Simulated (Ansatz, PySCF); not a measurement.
System: HS, charge -1, multiplicity 1. 
Structure (B3LYP-D3(BJ)/def2-TZVP (Ansatz, a first-principles code) minimum search):
```
S
H 1 1.3492
```
Charge -1, spin multiplicity 1.

Total electronic energies in hartree. Valence correlation only, unless marked. Spin-orbit coupling is left out. No relativistic terms. CBS(X,Y): correlation extrapolated as X^-3; Hartree-Fock from the larger set.

```json
[
 {"level": "HF/aug-cc-pV(D+d)Z", "program": "Ansatz", "energy (Eh)": "-398.13557"},
 {"level": "HF/cc-pwCVTZ", "program": "Ansatz", "energy (Eh)": "-398.13592"},
 {"level": "HF/def2-TZVPD", "program": "PySCF", "energy (Eh)": "-398.13854"},
 {"level": "revPBE-D4/def2-TZVPD", "program": "Ansatz + dftd4", "energy (Eh)": "-398.76852"},
 {"level": "TPSS/def2-TZVPD", "program": "PySCF", "energy (Eh)": "-398.86126"},
 {"level": "M06-L-D4/def2-TZVPD", "program": "PySCF + dftd4", "energy (Eh)": "-398.82688"},
 {"level": "PBE0-D3(BJ)/def2-TZVPD", "program": "Ansatz + dftd3", "energy (Eh)": "-398.69573"},
 {"level": "TPSSh/def2-TZVPD", "program": "PySCF", "energy (Eh)": "-398.85455"},
 {"level": "HSE06-D4/def2-TZVPD", "program": "Ansatz + dftd4", "energy (Eh)": "-398.68807"},
 {"level": "HSE06/def2-TZVPD", "program": "Ansatz", "energy (Eh)": "-398.68776"},
 {"level": "CAM-B3LYP-D3(BJ)/def2-TZVPD", "program": "Ansatz + dftd3", "energy (Eh)": "-398.85061"},
 {"level": "SCS-MP2/cc-pVTZ", "program": "Ansatz", "energy (Eh)": "-398.32559"},
 {"level": "SCS-MP2/cc-pV(Q+d)Z", "program": "Ansatz", "energy (Eh)": "-398.35672"},
 {"level": "CCSD/cc-pwCVTZ", "program": "Ansatz", "energy (Eh)": "-398.34913"},
 {"level": "CCSD(T)/CBS(aug-cc-pV(T+d)Z,aug-cc-pV(Q+d)Z)", "program": "Ansatz", "energy (Eh)": "-398.4013"}
]
```

Totals of different functionals don't rank their quality; only differences between species are comparable.
